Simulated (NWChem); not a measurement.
**Total energies of Al (-1)**

```
Al
```
Charge -1, spin multiplicity 3.

The numbers come from NWChem runs, not from measurements.

Basis set: def2-TZVPD (43 functions).

| method | total energy (Ha) |
|---|---|
| UHF | -241.86422 |
| UMP2 | -241.91126 |
| UB2PLYP | -242.24723 |
| UPBE | -242.23467 |
| UB3LYP | -242.38981 |
| UM06-2X | -242.34092 |

Total energies of different functionals aren't comparable as a measure of quality: only differences taken within one method are. 

The correlated methods keep 5 core orbitals frozen. B3LYP has NWChem's definition, with VWN1-RPA local correlation. The stability of the SCF solutions was not checked. Open-shell Hartree-Fock references start from PBE0 orbitals.
